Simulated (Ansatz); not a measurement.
# MgBH+ (quartet): wave-function methods side by side, def2-QZVPP

An exercise on one series of results from a longer session: the logs are not shown, and one member is left open.

Computed with Ansatz 0.2.0, Gaussian basis. Level: def2-QZVPP, core rule «outside noble gas», up to 6 orbitals frozen.

To be run: UHF; ROHF; CCSD(T) on UHF.

2 further runs of the same task are left out: 2 set aside as unsound or not needed.

**The geometry**

The geometry is a PBE0/def2-TZVP stationary point (not a proven minimum) of the parent state, kept for this charge and spin.

3 atoms, charge 1, spin multiplicity 4.

Atoms are counted from 1 here; the program's logs count them from 0.

Bond lengths: B1–Mg2 2.255 Å, Mg2–H3 1.702 Å. Angles: B1–Mg2–H3 180.0°.

Geometry (Å):

```xyz
3
charge 1, multiplicity 4
B     0.0000    0.0000    2.0706
Mg    0.0000    0.0000   -0.1841
H     0.0000    0.0000   -1.8865
```

The first run:

Contents of in.yaml:

```yaml
crystal:
  periodic: [false, false, false]
  atoms:
    - {symbol: B, position_ang: [0.000000, 0.000000, 2.070593]}
    - {symbol: Mg, position_ang: [0.000000, 0.000000, -0.184107]}
    - {symbol: H, position_ang: [0.000000, 0.000000, -1.886486]}
basis:
  gaussian: {orbitals: "def2-QZVPP.json"}
total_charge: 1
magnetization: {spin_polarized: true, initial_magnetization: 3}
hamiltonian: {xc: hf}
output: {orbitals: {seedname: orbitals}}
```

The run is started by

```bash
$ ansatz run in.yaml --threads 1 --pin off --events-out ev --progress --plain --max-ram 2393MiB
```

Steps of the session up to this table: UHF; ROHF; CCSD(T) on UHF.

One of the session's tables, all rows but one given; the rest of the session is left out.

```
  method  from UCCSD(T) (meV)
    ROHF              +2335.8
     UHF                    ?
    UMP2               +602.0
   UCCSD               +101.5
UCCSD(T)                    0
```

Estimate the missing values for UHF.

The run gave: from UCCSD(T) (meV): +2259.4. In the column «from UCCSD(T) (meV)» it lies between UMP2 (+602.0) and ROHF (+2335.8).
